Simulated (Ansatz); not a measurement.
C3H4S can be A, `C#CCS`, or B, `C=C=CS`.

Calculated with Ansatz (gas phase, PBE0-D4/def2-TZVP geometries, no zero-point term in ΔE). CCSD(T)/CBS adds triple-zeta CCSD(T) − MP2 to the extrapolated MP2 energy (def2 sets, frozen cores). DFT in def2-TZVPP. B3LYP here is the variant with VWN-RPA as its local correlation; programs differ in this. One conformer a species, not always the lowest.

Problem. Which isomer does CCSD(T)/CBS put lower? Give the gap. (Estimate.)

Solution. Computed: B, by 2.6 kcal/mol.

Problem. Give E(B) − E(A) in kcal/mol with ωB97M-V, MP2/def2-TZVPP, PBE0-D4, r2SCAN-D4, B3LYP, CCSD(T)/def2-TZVPP, B2PLYP. (Estimate.)

Solution. Computed: ωB97M-V -4.3, MP2/def2-TZVPP -0.2, PBE0-D4 -7.1, r2SCAN-D4 -8.2, B3LYP -7.0, CCSD(T)/def2-TZVPP -3.0, B2PLYP -4.1. None reverses the order clearly.

Problem. Does the order hold for the free energy at 298.15 K (harmonic terms from PBE0-D4)? (Best estimate.)

Solution. Ansatz gave: Yes: G(B) − G(A) = -2.7 kcal/mol, for one conformer each.

Largest T1 diagnostic: 0.013.

From BLYP to BHLYP (50 % exact exchange), in def2-TZVPP and without D4, E(B) − E(A) moves by +3.5 kcal/mol. Leaving LDA and LC-ωPBE aside and taking each functional with its dispersion term where it has one, the values, not all of them listed here, spread over 5.7 kcal/mol, from PBE-D4 to PBE-QIDH. LDA lies −0.8 kcal/mol from PBE without D4.
